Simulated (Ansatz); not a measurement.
C2H3FS2, SMILES `FCC(=S)S`, charge 0, multiplicity 1.

Q: Give a relaxed structure at PBE0-D4/def2-TZVP (Ansatz). (An estimate is asked.)

A: The calculation gave: 
Z-matrix (Å, degrees):
```
C
C 1 1.508
F 1 1.379 2 114.2
H 1 1.092 2 108.4 3 120.8
H 1 1.093 2 108.4 3 -120.8
S 2 1.720 1 119.1 3 0.9
S 2 1.624 1 119.0 3 -179.3
H 6 1.347 2 97.4 1 -0.2
```
Point group Cs.
